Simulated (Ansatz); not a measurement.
Relative stability

Two isomers of CHCl2, doublet, relaxed at PBE0-D4/def2-TZVP (vibrations not checked).

A:

| atom | x (Å) | y (Å) | z (Å) |
| --- | --- | --- | --- |
| Cl1 | -0.7353 | 0.6353 | -1.8894 |
| C2 | -0.9209 | 0.5263 | -0.2751 |
| Cl3 | 1.4408 | -0.9175 | 1.4913 |
| H4 | 0.4512 | -0.3283 | 0.8758 |

B:

```
4
angstrom
Cl -1.4797 0.2880 -0.5718
C 0.1376 0.0742 -0.1305
Cl 0.5983 -1.3209 0.7047
H 0.7438 0.9587 -0.0024
```

Ansatz 0.2.0; basis: def2-TZVPP; cores frozen in the correlated methods; orbitals are unrestricted. B3LYP uses VWN-RPA correlation.

(1) Which structure is lower at CCSD(T), and by how much? (Judge from chemistry; the value comes from the calculation.)

No T1 diagnostic of these runs exceeds 0.020. ⟨S²⟩ of the unrestricted Hartree–Fock references: 0.77 (a pure state has 0.75).

Answers

(1) By the calculation: B, by 2.508 eV (electronic energy, against the other). By their contacts, A is a complex of CCl + HCl and B is CHCl₂ ([Cl][CH][Cl]).

All methods give the same order:

| method | E(B) − E(A) (eV) |
| --- | --- |
| PBE-D4 | -2.746 |
| r2SCAN-D4 | -2.785 |
| PBE0-D4 | -2.838 |
| B3LYP-D4 | -2.597 |
| wB97M-V | -2.649 |
| HF | -2.332 |
| MP2 | -2.759 |
| CCSD | -2.517 |
| CCSD(T) | -2.508 |

Labels in which every atom is bracketed show which atoms are joined, not bond orders.
